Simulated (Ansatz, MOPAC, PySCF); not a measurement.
Reaction (SMILES): C=CF → C(F)=[CH] + H atom (the C-H bond breaks)

Wanted: bond dissociation energy (enthalpy at 298 K), in kcal/mol. Conventions: dispersion terms only where a functional's name holds one; UHF or UKS for open shells; spin-orbit terms left out; non-relativistic; 6-311+G** with 5d. First-principles rows: single points at B3LYP-D3(BJ) geometries (Ansatz, an electronic-structure program), with unscaled harmonic terms from B3LYP/6-31G* at its own minima. Semi-empirical rows: MOPAC heats of formation at their own minima for 298 K.

```tsv
species	coefficient	E at B3LYP/6-311+G** (Ansatz), Eh	E at M06-2X/def2-TZVPD (PySCF), Eh	H(298 K) - E, kcal/mol	heat of formation at PM6 (MOPAC), kcal/mol
C=CF	-1	-177.88456	-177.82694	30.47	-33.29
[CH]=CF	+1	-177.19137	-177.13676	21.77	12.25
H atom	+1	-0.50216	-0.49815	1.48	52.10
```

 1 Eh = 627.5095 kcal/mol.

### Question
Compute it at each level from the table.

### Answer

- B3LYP/6-311+G**: the sum of coefficient times E is 0.19103 Eh, or 119.87 kcal/mol; the thermal terms add -7.22. Result: 112.7 kcal/mol.
- M06-2X/def2-TZVPD: the sum of coefficient times E is 0.19203 Eh, or 120.50 kcal/mol; the thermal terms add -7.22. Result: 113.3 kcal/mol.
- PM6: the sum of coefficient times heat of formation is 97.64 kcal/mol; it needs no thermal term.
